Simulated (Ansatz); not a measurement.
Basis-set series for C$_{2}$H$_{3}$Cl$_{2}$N (`CN=C(Cl)Cl`). The species carries charge 0 and has multiplicity 1. The structure was optimised at the PBE0-D4/def2-TZVP level.

```
functional       basis  functions  energy (Eh)  HOMO (eV)  LUMO (eV)
   PBE0-D4    def2-SVP         93  -1052.30884      -8.12      -0.40
   PBE0-D4  def2-QZVPP        401  -1052.81008      -8.30      -0.75
   ωB97M-V    def2-SVP         93  -1052.66130     -10.37       1.92
   ωB97M-V  def2-QZVPP        401  -1053.16293     -10.59       1.47
```

Problem. Give the rows for def2-TZVPP. (Estimate.)

Solution. Computed: 
| functional | basis | functions | energy (Eh) | HOMO (eV) | LUMO (eV) |
| --- | --- | --- | --- | --- | --- |
| PBE0-D4 | def2-TZVPP | 219 | -1052.77593 | -8.26 | -0.67 |
| ωB97M-V | def2-TZVPP | 219 | -1053.13039 | -10.55 | 1.59 |

Positive LUMOs are unbound and depend on the basis.
